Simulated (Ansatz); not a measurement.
A run of Ansatz (development build ahead of 0.2.0) on triplet CH₄O at this shape:

```yaml
atoms:
  - { symbol: C, position_ang: [0.0003, -1.1423, 0.0000] }
  - { symbol: H, position_ang: [-1.0560, -1.3847, 0.0000] }
  - { symbol: H, position_ang: [0.5202, -1.4074, 0.9124] }
  - { symbol: H, position_ang: [0.5202, -1.4074, -0.9124] }
  - { symbol: H, position_ang: [0.0116, 0.1601, 0.0000] }
  - { symbol: O, position_ang: [0.0003, 1.3616, 0.0000] }
```

Its results:

| Quantity | Value |
| --- | --- |
| Converged | yes |
| Total energy | -115.47982 hartree |
| Spin squared of the determinant | 2.012 |
| Stability test | minimum |

Task: Which input gives this output? Name the method, the orbitals and the basis set, and write the input.

Result: PBE0 (unrestricted) in pcseg-2.

```yaml
crystal:
  periodic: [false, false, false]
  atoms:
    - { symbol: C, position_ang: [0.00029, -1.14229, 0.0] }
    - { symbol: H, position_ang: [-1.05596, -1.38474, 0.0] }
    - { symbol: H, position_ang: [0.52017, -1.40739, 0.91245] }
    - { symbol: H, position_ang: [0.52017, -1.40739, -0.91245] }
    - { symbol: H, position_ang: [0.01156, 0.1601, 0.0] }
    - { symbol: O, position_ang: [0.00029, 1.36164, 0.0] }
basis:
  gaussian: { orbitals: pcseg-2 }
magnetization:
  spin_polarized: true
  initial_magnetization: 2
hamiltonian:
  xc: pbe0
```

Caution: other spin multiplicities may lie lower.
